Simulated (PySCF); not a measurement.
## Atomic charges by several schemes

Compound: 1-chloro-2-methylbutane, C5H11Cl.
Structure used (GFN2-xTB), in Å, numbered top down from 1:
```xyz
17
C5H11Cl angstrom
C      2.091   -0.134    0.302
C      0.798   -0.645   -0.323
C     -0.471   -0.049    0.303
C     -1.700   -0.845   -0.133
C     -0.619    1.415   -0.094
Cl    -1.956    2.197    0.793
H      2.943   -0.662   -0.118
H      2.084   -0.298    1.377
H      2.231    0.928    0.118
H      0.758   -1.729   -0.199
H      0.801   -0.437   -1.396
H     -0.383   -0.103    1.393
H     -2.604   -0.405    0.280
H     -1.629   -1.873    0.214
H     -1.782   -0.850   -1.218
H     -0.846    1.514   -1.156
H      0.276    1.987    0.147
```

Density: PBE0/pcSseg-1 (PySCF); schemes: Mulliken, IAO, Hirshfeld and ESP-fitted. Geometry: GFN2-xTB, one conformer, isolated molecule.

Q: At which atom do the 4 schemes differ most?

A: At C3: from -0.370 (Mulliken) to +0.366 e (ESP-fitted), 0.736 e apart.

Q: For which atoms does the sign change between the 4 schemes (beyond +0.03 e in one, beyond −0.03 e in another)?

A: C3. Atomic charges aren't observables, and each scheme defines them in its own way.

Q: Which atoms carry the lowest charge in the Mulliken, IAO, Hirshfeld and ESP-fitted schemes?

A: The schemes don't all agree: Mulliken C3 (-0.370); IAO C4 (-0.422); Hirshfeld C4 (-0.124); ESP-fitted C4 (-0.652).

Q: Tabulate the Mulliken, IAO, Hirshfeld and ESP-fitted charges.

A: In e:

```tsv
atom	environment	Mulliken	IAO	Hirshfeld	ESP-fitted
C1	methyl carbon	-0.259	-0.418	-0.117	-0.257
C2	chain CH2 carbon	-0.233	-0.250	-0.062	+0.007
C3	sp3 CH carbon	-0.370	-0.098	-0.025	+0.366
C4	methyl carbon	-0.196	-0.422	-0.124	-0.652
C5	sp3 C–Cl carbon	-0.147	-0.235	-0.031	-0.562
Cl6	alkyl chlorine	-0.165	-0.122	-0.071	-0.130
H7	methyl hydrogen	+0.119	+0.145	+0.043	+0.079
H8	methyl hydrogen	+0.112	+0.139	+0.041	+0.059
H9	methyl hydrogen	+0.110	+0.133	+0.038	+0.056
H10	methylene hydrogen	+0.122	+0.136	+0.041	+0.022
H11	methylene hydrogen	+0.111	+0.127	+0.036	+0.017
H12	methine hydrogen	+0.129	+0.134	+0.034	+0.031
H13	methyl hydrogen	+0.131	+0.149	+0.028	+0.184
H14	methyl hydrogen	+0.115	+0.140	+0.042	+0.152
H15	methyl hydrogen	+0.102	+0.133	+0.037	+0.158
H16	methylene hydrogen	+0.152	+0.154	+0.045	+0.239
H17	methylene hydrogen	+0.166	+0.156	+0.045	+0.231
```

Mean size of the charges over all atoms: ESP-fitted 0.188 e, IAO 0.182 e, Mulliken 0.161 e, Hirshfeld 0.051 e. Each set sums to the total charge, 0, to within 0.001 e. The ESP scheme fits charges at the nuclei, held to the total charge, to the electrostatic potential on points at 1.4 to 2.0 times the van der Waals radii.

Q: How closely do the schemes follow one another over all atoms?

A: Correlation coefficient and root-mean-square difference: IAO with Hirshfeld 0.97, 0.149 e; Mulliken with IAO 0.88, 0.098 e; Mulliken with Hirshfeld 0.87, 0.128 e; IAO with ESP-fitted 0.74, 0.177 e; Hirshfeld with ESP-fitted 0.69, 0.226 e; Mulliken with ESP-fitted 0.42, 0.247 e.

Q: How many electrons does the Mulliken scheme count on C2?

A: Z − q = 6 − (-0.233) = 6.233.

These values come from a run that also computed NMR shieldings. Time: 31 s (with the writing of density and orbital grids); peak memory 0.75 GiB. Hardware: one thread of an Intel Xeon Platinum 8488C, shared host.
